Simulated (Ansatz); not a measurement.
`C=NC`. Charge 0, multiplicity 1. Geometry: relaxed with PBE0-D4/def2-TZVP.

```xyz
8

C    -0.979    0.604   -0.603
N    -0.567   -0.505   -0.180
C     0.720   -0.546    0.463
H    -0.406    1.538   -0.506
H    -1.951    0.663   -1.093
H     1.222    0.432    0.509
H     0.599   -0.934    1.478
H     1.362   -1.253   -0.069
```

**Question.** What is the dipole moment at B3LYP/def2-TZVPP? (An estimate is asked.)

**Answer.** The calculation gave: 1.47 D, with components (0.75, 1.26, 0.12) D in this frame, pointing from negative to positive charge.

**Question.** And with PBE, r2SCAN, ωB97M-V? (Best estimate.)

**Answer.** The calculation gave: PBE 1.36 D, r2SCAN 1.43 D, ωB97M-V 1.51 D.

**Question.** Give the Mulliken charges with B3LYP, PBE, ωB97M-V in def2-TZVPP. (Estimate.)

**Answer.** Computed: 
| atom | B3LYP | PBE | ωB97M-V |
| --- | --- | --- | --- |
| C1 | -0.11 | -0.10 | -0.10 |
| N2 | -0.19 | -0.16 | -0.20 |
| C3 | -0.12 | -0.13 | -0.18 |
| H4 | 0.06 | 0.04 | 0.07 |
| H5 | 0.11 | 0.10 | 0.11 |
| H6 | 0.05 | 0.05 | 0.07 |
| H7 | 0.10 | 0.10 | 0.12 |
| H8 | 0.10 | 0.10 | 0.12 |

B3LYP here is the variant with VWN-RPA as its local correlation; programs differ in this.
